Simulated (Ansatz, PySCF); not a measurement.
Potential energy curve for CH4O, SMILES CO. The C1–O5 bond (C1 also carries H, H, H; O5 carries H) is varied alone, starting from the PBE0/def2-TZVP optimised geometry.

RKS-PBE = restricted PBE/cc-pVDZ (Ansatz, a quantum-chemistry and plane-wave program); UKS-PBE = unrestricted PBE/cc-pVDZ (Ansatz); UKS-r2SCAN = unrestricted r2SCAN/cc-pVDZ (PySCF); UCCSD(T) = CCSD(T) on UHF/cc-pVDZ, 2 core orbitals frozen (PySCF).

Energies relative to the lowest point of each curve near equilibrium, in kcal/mol; the last columns give the difference from UCCSD(T):

```csv
R / Å,RKS-PBE,UKS-PBE,UKS-r2SCAN,UCCSD(T),RKS-PBE − UCCSD(T),UKS-PBE − UCCSD(T),UKS-r2SCAN − UCCSD(T)
1.13,62.0,62.0,60.8,64.4,-2.3,-2.3,-3.6
1.20,30.6,30.6,29.6,31.6,-1.1,-1.1,-2.1
1.28,10.5,10.5,9.8,10.8,-0.3,-0.3,-0.9
1.32,5.0,5.0,4.5,5.0,-0.1,-0.1,-0.5
1.35,2.3,2.3,2.0,2.3,0.0,0.0,-0.3
1.41,0.0,0.0,0.0,0.0,0.0,0.0,0.0
1.44,0.1,0.1,0.2,0.1,-0.1,-0.1,0.1
1.50,1.9,1.9,2.4,2.2,-0.3,-0.3,0.2
1.56,5.6,5.6,6.4,6.1,-0.5,-0.5,0.3
1.64,12.2,12.2,13.5,13.1,-0.9,-0.9,0.3
1.74,22.1,22.1,23.9,23.4,-1.4,-1.4,0.5
1.91,40.0,40.0,42.8,42.5,-2.4,-2.4,0.3
2.09,58.2,58.2,61.9,61.3,-3.1,-3.1,0.6
2.30,76.6,76.6,78.5,79.0,-2.4,-2.4,-0.5
2.55,94.1,91.8,88.8,91.0,3.1,0.7,-2.3
2.83,108.8,100.2,94.6,95.7,13.1,4.5,-1.1
3.07,118.1,104.2,97.3,97.1,21.0,7.1,0.3
3.47,128.6,107.5,99.6,97.9,30.6,9.6,1.6
3.77,133.6,108.7,100.3,98.2,35.4,10.5,2.1
4.20,138.1,109.6,100.7,98.4,39.7,11.1,2.3
4.92,141.3,109.8,100.8,98.5,42.8,11.4,2.4
```

RKS-PBE is furthest from UCCSD(T) at 4.92 (42.8 kcal/mol, above); its mean absolute difference over the points is 9.5 kcal/mol.

UKS-PBE is furthest from UCCSD(T) at 4.92 (11.4 kcal/mol, above); its mean absolute difference over the points is 3.3 kcal/mol.

UKS-r2SCAN is furthest from UCCSD(T) at 1.13 (-3.6 kcal/mol, below); its mean absolute difference over the points is 1.1 kcal/mol.

The restricted form behind RKS-PBE keeps the bonding electrons paired and can't separate into open-shell fragments. The unrestricted determinant behind UKS-PBE is spin-contaminated at 2.55 to 4.92 Å (<S²> up to 1.0, against 0.00 for a pure singlet). The unrestricted determinant behind UKS-r2SCAN is spin-contaminated at 2.30 to 4.92 Å (<S²> up to 1.0, against 0.00 for a pure singlet). The unrestricted determinant behind UCCSD(T) is spin-contaminated at 1.91 to 4.92 Å (<S²> up to 1.0, against 0.00 for a pure singlet).
